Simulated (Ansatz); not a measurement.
This script makes the interaction energy of a dimer with the counterpoise correction of CH4, SMILES C with Ansatz's Python interface.

`ch4_dimer.py`
```python
# -*- coding: utf-8 -*-
"""Binding of a CH4 dimer at a trial geometry."""

import ansatz as az

FIRST = [
    ("C", (0.0, 0.0, 0.0)),
    ("H", (0.1579, -0.2416, 1.0431)),
    ("H", (-0.9998, 0.3926, -0.1321)),
    ("H", (0.1189, -0.8934, -0.5992)),
    ("H", (0.7231, 0.7424, -0.3118)),
]
SECOND = [
    ("C", (-0.89, -2.2319, -2.7342)),
    ("H", (-0.2035, -2.3472, -1.9055)),
    ("H", (-0.9889, -3.1756, -3.2547)),
    ("H", (-0.51, -1.4821, -3.4159)),
    ("H", (-1.8576, -1.9228, -2.3609)),
]

def energy(atoms, ghosts=()):
    molecule = az.Crystal.molecule()
    for symbol, xyz in atoms:
        molecule = molecule.atom(symbol, xyz)
    calc = (
        molecule.calculation()
        .basis(gaussian="cc-pVDZ")
        .functional("hf")
    )
    deck = calc.input()
    if ghosts:
        deck = deck.set(az.key.basis.gaussian.ghost_atoms, [{"symbol": s, "position_ang": list(xyz)} for s, xyz in ghosts])
    return az.Session.from_dict(deck).plan().execute().report["free_energy_ev"]

# ghost atoms carry the functions of the partner
both = energy(FIRST + SECOND)
alone = energy(FIRST) + energy(SECOND)
ghosted = energy(FIRST, SECOND) + energy(SECOND, FIRST)
print(f"dimer {both:.6f} eV")
print(f"interaction, uncorrected   {(both - alone):8.3f} eV")
print(f"interaction, counterpoise  {(both - ghosted):8.3f} eV")
print(f"basis-set superposition    {(alone - ghosted):8.3f} eV")
```

How large is the interaction at this pose, and how much of it is basis-set superposition?

Uncorrected it is 0.087 eV, with the counterpoise correction 0.090 eV; the difference, 0.00 eV, is the superposition error. In this basis both values are repulsive.

The output:

```console
$ python ch4_dimer.py
dimer -2187.626996 eV
interaction, uncorrected      0.087 eV
interaction, counterpoise     0.090 eV
basis-set superposition       0.002 eV
```

Reading the output:
- Total energies depend on the basis set; only differences at equal settings carry meaning.
- The dimer is a generated trial pose of unrelaxed monomers, not a minimum, so the figure is no binding energy, and the basis set is small.
- Hartree-Fock leaves correlation out, so bond, atomisation and ionisation energies come out well too low.
- This level lacks the dispersion part of the attraction (electrostatics and induction are there), which can decide the sign where the interaction is weak.
- Finished in 1 s on 1 thread of Arm Neoverse V2 (shared host), peak memory 0.17 GiB.

(A comment or docstring line of the script was reworded after the run, the code is as it ran; lines on the test bed's own set-up are left out of the output.)
